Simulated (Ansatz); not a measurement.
Molecule: OF2, net charge 0, singlet state. 
Coordinates optimised at B3LYP-D3(BJ)/def2-TZVP (Ansatz, a program for electronic structure):
SMILES: FOF
```xyz
3

F      0.0392     1.1006    -0.2795
O     -0.0196     0.0082     0.5973
F     -0.0218    -1.1078    -0.2514
```

Parts of the frozen-core correlation energy in STO-3G (Ansatz, hartree). Frozen orbitals: 3; correlated occupied orbitals by spin: 10 and 10; virtual: 2 and 2. No spin-orbit coupling. No relativistic terms.

| term | value |
|---|---|
| reference (HF) | -269.79163 |
| MP2 opposite-spin | ? |
| MP2 same-spin | -0.00571 |
| CCSD correlation | ? |
| (T) | ? |
| FCI minus CCSD(T) | -0.00084 |
| T1 diagnostic | 0.010 |
| largest doubles amplitude | 0.098 |

### Question
What belongs in the gaps?

### Answer

- MP2 opposite-spin, value: -0.08502
- CCSD correlation, value: -0.12908
- (T), value: -0.00135
